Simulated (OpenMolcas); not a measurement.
# One shape, several levels: C3H6F2 (1,3-difluoropropane)

We compute a comparison of 6 runs (B3LYP/6-31G*, BHLYP/cc-pVDZ, M06-2X/cc-pVDZ, r2SCAN/cc-pVDZ, MP2/cc-pVDZ) of C3H6F2 (1,3-difluoropropane). 

Program for the calculation: OpenMolcas 26.06.

1 further run of the same task is left out (set aside as unsound or not needed).

**1. Starting point**

The species is C3H6F2 (11 atoms), meant as a singlet with charge 0. As SMILES, `FCCCF`. The shape is that of a PBE0-D4/def2-TZVP optimisation. This is one conformer, not always the lowest.

Bond lengths: F1–C2 1.383 Å, C2–C3 1.509 Å, C3–C4 1.507 Å, C4–F5 1.386 Å, C2–H6 1.096 Å, C2–H7 1.093 Å, C3–H8 1.093 Å, C3–H9 1.095 Å, C4–H10 1.095 Å, C4–H11 1.093 Å. Some angles: F1–C2–C3 109.8°, C2–C3–C4 112.4°, C3–C4–F5 110.3°, F1–C2–H6 107.7°, F1–C2–H7 107.9°, C3–C2–H6 111.1°, C3–C2–H7 111.3°, C2–C3–H8 109.6°, C2–C3–H9 109.3°, C4–C3–H8 109.6°.

**2. Energy and forces at B3LYP/6-31G(d) (spherical functions) (run 1)**

File mol.inp:

```
&GATEWAY
  BasLib
  $CurrDir
  Coord
  11
  bohr
  F     -3.71217800     2.70741062    -0.20238967
  C     -1.35172110     1.89104893     0.56805167
  C     -0.70864730    -0.56465017    -0.73283579
  C      1.82831003    -1.58396844     0.06557350
  F      3.73334293     0.07596699    -0.62587729
  H     -1.40690110     1.65407728     2.62407370
  H      0.01511781     3.36711401     0.10223418
  H     -0.73359168    -0.29158474    -2.78092096
  H     -2.15069730    -1.97703147    -0.27797871
  H      1.93923695    -1.82944386     2.11800504
  H      2.21740463    -3.39772757    -0.84262888
  Basis
  6-31Gs
  Group
  NoSym

&SEWARD
  GridInput
  Grid=UltraFine
  End of Grid

&SCF
  KSDFT
  B3LYP
  Thresholds
  1e-10 1e-07 1e-07 1e-05
  PrOrbitals
  1 2

&ALASKA
```

The basis set 6-31G* is read from a file made from the Basis Set Exchange's data (not shown).

Started as:

```console
$ export MOLCAS_MEM=1860
$ pymolcas mol.inp > mol.log
```

What it wrote:

```text
--- Start Module: gateway ---
[...]
--- Stop Module: gateway /rc=_RC_ALL_IS_WELL_ ---
[...]
      Basis functions           82
[...]
--- Start Module: scf ---
[...]
       Convergence after  14 Iterations
[...]
::    Total KS-DFT energy                            -317.5909719628
[...]
      Total spin, S                                     0.0000000000
[...]
      Total electronic charge=   42.000000
      Total            charge=   -0.000000
[...]
      Dipole Moment (debye):
      Origin of the operator (angstrom)=   -0.0165    0.3127   -0.1056
                   X=  2.1262E-01               Y= -1.6051E+00               Z=  7.0215E-01           Total=  1.7648E+00
      Quadrupole Moment (debye*angstrom):
[...]
--- Stop Module: scf /rc=_RC_ALL_IS_WELL_ ---
[...]
--- Start Module: alaska ---
[...]
 *              Molecular gradients               *
 **************************************************
  Irreducible representation: a
 ------------------------------------------------------------------------------------------
                              X                       Y                       Z
 ------------------------------------------------------------------------------------------
  F1                6.43350061136871E-03   -1.58516915281659E-03    2.53935389333337E-03
  C2                2.08086712489841E-04   -4.71013339174098E-03   -2.40865964419790E-03
  C3                1.94650499324744E-03    2.75593093371995E-03    1.38347676872019E-03
  C4               -3.66827287070134E-03    4.30288451548488E-03   -1.13068363767921E-03
  F5               -4.23402950724494E-03   -5.56920898839497E-03    1.93602032229157E-03
  H6               -1.42730905703148E-03    4.14547410138077E-04   -2.17350140178318E-03
  H7               -2.72335500605880E-03   -2.87627953662550E-04   -1.66229036623444E-04
  H8                2.43481827962633E-04   -3.43316073740718E-04    1.86204717438887E-03
[...]
--- Stop Module: alaska /rc=_RC_ALL_IS_WELL_ ---
[...]
```

It took 46 s on 1 thread of Arm Neoverse V1, shared host; peak memory 0.46 GiB.

**3. Energy and forces at B3LYP/6-31G(d) (Cartesian functions) (run 2)**

File job.input:

```
* C3H6F2 Kohn-Sham DFT

&GATEWAY
  BasLib=$CurrDir
  Coord
  11
  angstrom
  F       -1.964400       1.432700      -0.107100
  C       -0.715300       1.000700       0.300600
  C       -0.375000      -0.298800      -0.387800
  C        0.967500      -0.838200       0.034700
  F        1.975600       0.040200      -0.331200
  H       -0.744500       0.875300       1.388600
  H        0.008000       1.781800       0.054100
  H       -0.388200      -0.154300      -1.471600
  H       -1.138100      -1.046200      -0.147100
  H        1.026200      -0.968100       1.120800
  H        1.173400      -1.798000      -0.445900
  Basis=6-31Gs
  Group=NoSym

&SEWARD
  GridInput
  Grid=UltraFine
  End of Grid

&SCF
  KSDFT=B3LYP
  Thresholds=1e-10 1e-07 1e-07 1e-05
  PrOrbitals=1 2

&ALASKA
```

The basis set 6-31G* is read from a file made from the Basis Set Exchange's data (not shown).

Started as:

```console
$ export MOLCAS_MEM=1860
$ pymolcas job.input > job.log
```

What it wrote:

```text
--- Start Module: gateway ---
[...]
--- Stop Module: gateway /rc=_RC_ALL_IS_WELL_ ---
[...]
      Basis functions           87
[...]
--- Start Module: scf ---
[...]
       Convergence after  13 Iterations
[...]
::    Total KS-DFT energy                            -317.5953194719
[...]
      Total spin, S                                     0.0000000000
[...]
      Total electronic charge=   42.000000
      Total            charge=   -0.000000
[...]
      Dipole Moment (debye):
      Origin of the operator (angstrom)=   -0.0165    0.3127   -0.1056
                   X=  2.1420E-01               Y= -1.6047E+00               Z=  7.0266E-01           Total=  1.7649E+00
      Quadrupole Moment (debye*angstrom):
[...]
--- Stop Module: scf /rc=_RC_ALL_IS_WELL_ ---
[...]
--- Start Module: alaska ---
[...]
 *              Molecular gradients               *
 **************************************************
  Irreducible representation: a
 ------------------------------------------------------------------------------------------
                              X                       Y                       Z
 ------------------------------------------------------------------------------------------
  F1                6.90401566772181E-03   -1.69991595652252E-03    2.72137862135668E-03
  C2               -1.03268446308924E-04   -4.54739378542457E-03   -2.46331251760123E-03
  C3                1.83017633944083E-03    2.62769358730175E-03    1.28278810744442E-03
  C4               -3.40243005586915E-03    4.57852767201672E-03   -1.21040300870945E-03
  F5               -4.50518674228562E-03   -5.87601336004351E-03    2.08250689471878E-03
  H6               -1.50778314591096E-03    4.12470384098057E-04   -2.16838504405903E-03
  H7               -2.73536850834111E-03   -2.90205999143200E-04   -2.05043376072855E-04
  H8                2.39887466433691E-04   -3.29826394205451E-04    1.82057272497094E-03
[...]
--- Stop Module: alaska /rc=_RC_ALL_IS_WELL_ ---
[...]
```

It took 46 s on 1 thread of Arm Neoverse V1, shared host; peak memory 0.48 GiB.

Run 3 isn't shown in full; the table further down has it.

**4. Energy and forces at M06-2X/cc-pVDZ (run 4)**

File test.input:

```
* C3H6F2 Kohn-Sham DFT

&GATEWAY
  BASLIB=$CurrDir
  BASISSET
  F.cc-pVDZ....
  F1 -1.964400 1.432700 -0.107100 angstrom
  F5 1.975600 0.040200 -0.331200 angstrom
  End of Basis
  BASISSET
  C.cc-pVDZ....
  C2 -0.715300 1.000700 0.300600 angstrom
  C3 -0.375000 -0.298800 -0.387800 angstrom
  C4 0.967500 -0.838200 0.034700 angstrom
  End of Basis
  BASISSET
  H.cc-pVDZ....
  H6 -0.744500 0.875300 1.388600 angstrom
  H7 0.008000 1.781800 0.054100 angstrom
  H8 -0.388200 -0.154300 -1.471600 angstrom
  H9 -1.138100 -1.046200 -0.147100 angstrom
  H10 1.026200 -0.968100 1.120800 angstrom
  H11 1.173400 -1.798000 -0.445900 angstrom
  End of Basis

&SEWARD
  GRIDINPUT
  Grid=UltraFine
  End of Grid

&SCF
  KSDFT=M062X
  THRESHOLDS=1e-10 1e-07 1e-07 1e-05
  PRORBITALS=0

&ALASKA
```

The basis set cc-pVDZ is read from a file made from the Basis Set Exchange's data (not shown).

Started as:

```console
$ export MOLCAS_MEM=1860
$ pymolcas test.input > test.log
```

What it wrote:

```text
--- Start Module: gateway ---
[...]
--- Stop Module: gateway /rc=_RC_ALL_IS_WELL_ ---
[...]
      Basis functions          100
[...]
--- Start Module: scf ---
[...]
       Convergence after  12 Iterations
[...]
::    Total KS-DFT energy                            -317.4905859567
[...]
      Total spin, S                                     0.0000000000
[...]
      Total electronic charge=   42.000000
      Total            charge=   -0.000000
[...]
      Dipole Moment (debye):
      Origin of the operator (angstrom)=   -0.0165    0.3127   -0.1056
                   X=  2.2860E-01               Y= -1.7080E+00               Z=  7.8016E-01           Total=  1.8916E+00
      Quadrupole Moment (debye*angstrom):
[...]
--- Stop Module: scf /rc=_RC_ALL_IS_WELL_ ---
[...]
--- Start Module: alaska ---
[...]
 *              Molecular gradients               *
 **************************************************
  Irreducible representation: a
 ------------------------------------------------------------------------------------------
                              X                       Y                       Z
 ------------------------------------------------------------------------------------------
  F1                1.32361935760272E-04    9.94672029135835E-04    6.61271540652209E-04
  F5                1.19840145847405E-03   -1.77799125977529E-03    2.39095823276525E-04
  C2                4.36874208444271E-03   -1.72597896144744E-03    1.70335841227365E-03
  C3               -7.13319886675556E-04   -4.51390500657567E-05   -1.63358003252956E-03
  C4               -3.28073452518285E-03   -2.59554060849521E-03    1.79526201758851E-03
  H6               -6.59673328999105E-04    9.31855623706013E-04   -4.53068833147796E-03
  H7               -4.42384806204110E-03   -2.32018677500578E-03    1.01668149760015E-03
  H8               -1.00526428789938E-04   -9.61637391194647E-04    4.56462885018816E-03
[...]
--- Stop Module: alaska /rc=_RC_ALL_IS_WELL_ ---
[...]
```

Wall time 76 s (1 thread of Arm Neoverse V1, shared host); peak memory 0.56 GiB.

Run 5 isn't shown in full; the table further down has it.

**5. A single-point energy at MP2/cc-pVDZ (run 6)**

File input.xyz:

```xyz
11

F     -1.964400     1.432700    -0.107100
C     -0.715300     1.000700     0.300600
C     -0.375000    -0.298800    -0.387800
C      0.967500    -0.838200     0.034700
F      1.975600     0.040200    -0.331200
H     -0.744500     0.875300     1.388600
H      0.008000     1.781800     0.054100
H     -0.388200    -0.154300    -1.471600
H     -1.138100    -1.046200    -0.147100
H      1.026200    -0.968100     1.120800
H      1.173400    -1.798000    -0.445900
```

File run.input:

```
* C3H6F2 MP2
>>> EXPORT MOLCAS_PRINT=2

&GATEWAY
 BasLib=$CurrDir
 Coord=input.xyz
 Basis=cc-pVDZ
 Group=NoSym

&SEWARD

&SCF
 Thresholds=1e-10 1e-07 1e-07 1e-05
 PrOrbitals=0

&MBPT2
 Frozen=5
```

The basis set cc-pVDZ is read from a file made from the Basis Set Exchange's data (not shown).

Started as:

```console
$ export MOLCAS_MEM=1860
$ pymolcas run.input > run.log
```

What it wrote:

```text
--- Start Module: gateway ---
[...]
--- Stop Module: gateway /rc=_RC_ALL_IS_WELL_ ---
[...]
      Basis functions          100
[...]
--- Start Module: scf ---
[...]
       Convergence after  12 Iterations
[...]
::    Total SCF energy                               -315.9812825688
[...]
      Total spin, S                                     0.0000000000
[...]
      Total electronic charge=   42.000000
      Total            charge=   -0.000000
[...]
      Dipole Moment (debye):
      Origin of the operator (angstrom)=   -0.0165    0.3127   -0.1056
                   X=  2.8071E-01               Y= -1.9690E+00               Z=  9.3200E-01           Total=  2.1964E+00
      Quadrupole Moment (debye*angstrom):
[...]
--- Stop Module: scf /rc=_RC_ALL_IS_WELL_ ---
[...]
--- Start Module: mbpt2 ---
[...]
WARNING!
Default frozen orbitals as non valence orbitals is overwritten by user input.
Default values:   5
[...]
       Reference weight ( Cref**2 )         =        0.82579
::    Total MBPT2 energy                             -316.7728995982
[...]
      Total MBPT2 calculations                           0.45      0.53
--- Stop Module: mbpt2 /rc=_RC_ALL_IS_WELL_ ---
[...]
```

It took 9.9 s on 1 thread of Arm Neoverse V1, shared host; peak memory 0.56 GiB.

**6. The series**

| run | level | Cartesian functions | task | energy (Eh) | dipole moment (D) of the reference | HOMO energy (eV) | LUMO energy (eV) | wall time |
| --- | --- | --- | --- | --- | --- | --- | --- | --- |
| 1 | B3LYP/6-31G* (spherical functions) | no | gradient | -317.590972 | 1.76 | -8.65 | 2.31 | 46 s |
| 2 | B3LYP/6-31G* (Cartesian functions) | yes | gradient | -317.595319 | 1.76 | -8.66 | 2.30 | 46 s |
| 3 | BHLYP/cc-pVDZ | no | gradient | -317.466670 | 1.98 | -10.76 | 2.52 | 57 s |
| 4 | M06-2X/cc-pVDZ | no | gradient | -317.490586 | 1.89 | -10.65 | 2.62 | 76 s |
| 5 | r2SCAN/cc-pVDZ | no | gradient | -317.457151 | 1.79 | -7.70 | 1.51 | 85 s |
| 6 | MP2/cc-pVDZ | no | energy | -316.772900 | 2.20 | -13.33 | 4.78 | 9.9 s |

**7. Results**

| quantity | value |
| --- | --- |
| run 6: total energy | -316.77290 Eh |
| run 6: dipole moment (mean-field density) | 2.20 D |
| run 6: HOMO energy (Hartree–Fock orbitals) | -13.33 eV |
| run 6: LUMO energy (Hartree–Fock orbitals) | 4.78 eV |
| run 6: HOMO–LUMO gap (Hartree–Fock orbitals) | 18.12 eV |
| run 6: correlation energy (5 core orbitals frozen) | -791.6 mEh |

Over runs 1, 2, 3, 4, 5 the dipole moment (its size) runs from 1.76 D (B3LYP/6-31G*) to 1.98 D (BHLYP/cc-pVDZ). The two ends differ in method and basis. Over runs 1, 2, 3, 4, 5 the HOMO–LUMO gap runs from 9.21 eV (r2SCAN/cc-pVDZ) to 13.29 eV (BHLYP/cc-pVDZ). Totals of different functionals can't be ranked against each other. All runs together took 5.3 min, the longest 85 s.
